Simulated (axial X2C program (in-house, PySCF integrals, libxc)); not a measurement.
# NBO: bond lengths and stretches, held linear

The task here is to estimate one member of a computed series from the others.

Computed with an in-house X2C program for linear molecules on PySCF integrals. Level: all-electron X2C, two-component (2c) or spin-free, N dyall-av3z, B dyall-v3z, O dyall-av3z.

All values are calculated.

2 further runs of the same task are left out: 2 set aside as unsound or not needed.

The first run:

task.json

```json
{
 "zs": [
  7,
  5,
  8
 ],
 "q": 0,
 "bas": [
  "dyall-av3z",
  "dyall-v3z",
  "dyall-av3z"
 ],
 "r0": [
  1.38,
  1.35
 ],
 "symm": 0,
 "scan": [
  "PBE0",
  "HF",
  "TPSSh"
 ],
 "levels": [
  "PBE0",
  "HF",
  "TPSSh"
 ],
 "nst": 2
}
```

Keys: zs atomic numbers; q charge; bas basis sets; r0 starting distance in Å; symm equal bonds; scan levels of the two-bond scan (MP2 follows by itself at each HF point); levels methods; nst determinants followed.

The run is started by

```bash
> python solin.py task.json out
```

Masses N 14.003, B 11.009, O 15.995 u.

Steps of the session up to this table: Scan at PBE0, 2c; Scan at HF, 2c; Scan at TPSSh, 2c.

One table of the session follows, with a row left open; its other results are not shown here.

```
           level  r(N–B) (Å)  r(B–O) (Å)  lower stretch (cm⁻¹)  upper stretch (cm⁻¹)
        PBE0, 2c       1.424       1.211                 909.4                1930.2
          HF, 2c           ?           ?                     ?                     ?
       TPSSh, 2c       1.425       1.218                 903.7                1883.1
         MP2, 2c       1.452       1.217                 885.3                2000.1
 PBE0, spin-free       1.424       1.211                 909.5                1930.2
   HF, spin-free       1.448       1.184                 921.5                2119.8
TPSSh, spin-free       1.425       1.218                 903.7                1883.1
  MP2, spin-free       1.452       1.217                 885.4                2000.2
```

Estimate the missing values for HF, 2c.

**Answer.** r(N–B) (Å): 1.448; r(B–O) (Å): 1.184; lower stretch (cm⁻¹): 921.4; upper stretch (cm⁻¹): 2119.9.

Scans not shown above were run alike.

MP2 freezes inner shells (threshold -2 hartree). The molecule was held linear; bending was not examined, so a bent shape may lie lower. Open-shell Ω = 0 determinants with evenly filled partner blocks cannot be reached by this program, so the Ω shown need not be the lowest component. Note: several unpaired electrons, one determinant need not be a pure state.
